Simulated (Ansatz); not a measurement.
## Which method gave which barrier?

Saddle point of AlH5S, closed shell (AlH₃S ([AlH2][SH]) + H₂ → AlH₃ + H₂S (still joined by a long Al–S bond); bonds formed: Al1–H6, S2–H5; bonds broken: H5–H6; bonds weakened to dative contacts: Al1–S2), PBE0-D4/def2-TZVP structure:

Al1  (-0.864, 0.129, -0.119)
S2  (1.486, -0.010, -0.723)
H3  (-1.685, -0.493, -1.316)
H4  (-1.136, 1.473, 0.667)
H5  (0.670, -0.846, 0.329)
H6  (-0.333, -1.101, 0.922)
H7  (1.863, 0.848, 0.241)
(Å)

Computed with Ansatz 0.2.0 (basis: def2-TZVPP, with def2-QZVPP for the basis limit); correlated methods freeze the cores. B3LYP uses VWN-RPA correlation. Extrapolation: Hartree–Fock as exp(−7.88 √X), correlation as X^−2.97. Four methods, as single points on the PBE0-D4 structures, gave these electronic barriers from the start structure: 58.9, 103.4, 116.1, 150.4 kJ/mol.

(1) The methods were, in alphabetical order, B3LYP-D4, HF, MP2, SPW92. Which gave which? (Judge from chemistry; the calculation decides.)

T1 diagnostic: at most 0.012.

## Answers

(1) The calculation gives: SPW92 58.9; B3LYP-D4 103.4; MP2 116.1; HF 150.4 kJ/mol. For comparison, CCSD(T) at an estimated basis limit (MP2 extrapolated from triple and quadruple zeta, plus CCSD(T) − MP2 in triple zeta) gives 115.1 kJ/mol.

Labels in which every atom is bracketed show which atoms are joined, not bond orders.

For scale, one of the runs: CCSD(T)/def2-TZVPP, 154 basis functions, launched by `ansatz run in.yaml --threads 2 --pin off --events-out ev --progress --plain --max-ram 4352MiB`. Hardware: 2 CPU threads of an Arm Neoverse V2, shared host. Wall time 8.5 s; peak host memory 0.91 GiB.
